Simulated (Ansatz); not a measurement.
The input, for Ansatz 0.2.0:

```yaml
crystal:
  periodic: [false, false, false]
  atoms:
    - {symbol: Hf, position_ang: [0.000000, 0.000000, 0.253960]}
    - {symbol: Cl, position_ang: [0.000000, 1.280047, -1.935971]}
    - {symbol: Cl, position_ang: [0.000000, 0.000000, 2.593368]}
    - {symbol: Cl, position_ang: [0.000000, -1.280047, -1.935971]}
basis:
  gaussian: {orbitals: def2-SVP}
total_charge: 1
magnetization: {spin_polarized: true, initial_magnetization: 2}
hamiltonian: {xc: {name: wB97X-V}}
```

```sh
$ ansatz run in.yaml --threads 1 --pin off --events-out ev --progress --plain --max-ram 2816MiB --backend cpu
```

Output:

```
      + integral(e_c_pw_opposite_spin*poly(b97_u_opposite, cos0, cos1)) + vv10(b, c)
802 factors; integrals over basis functions are off by at most 9.8e-4 eV
181 factors; integrals over basis functions are off by at most 2.0e-4 eV
mean field evaluation 1: about -38845.9633 eV, gradient 2.3e1 eV
mean field evaluation 2: about -38845.6662 eV, gradient 2.9e1 eV
mean field evaluation 4: about -38850.0681 eV, gradient 1.1e0 eV
mean field evaluation 8: about -38850.1989 eV, gradient 3.6e-1 eV
mean field evaluation 16: about -38850.2527 eV, gradient 3.5e-2 eV
mean field evaluation 32: about -38850.2530 eV, gradient 1.9e-5 eV
mean field -38850.25299427 eV, -1427.7204638922 hartree, gradient 5.9e-6 eV, S^2 2.007269; 4 other end points of the search recorded, 0 dependent functions left out
reference -38850.25299185 eV, -1427.7204638031 hartree; 32, 30 occupied and 54, 56 virtual orbitals, 802 factors
Total energy: -38850.25299185 eV, -1427.7204638031 hartree
```

Ran on 1 thread of AMD EPYC 7R13, shared host: 32 s wall, 0.49 GiB peak host memory.
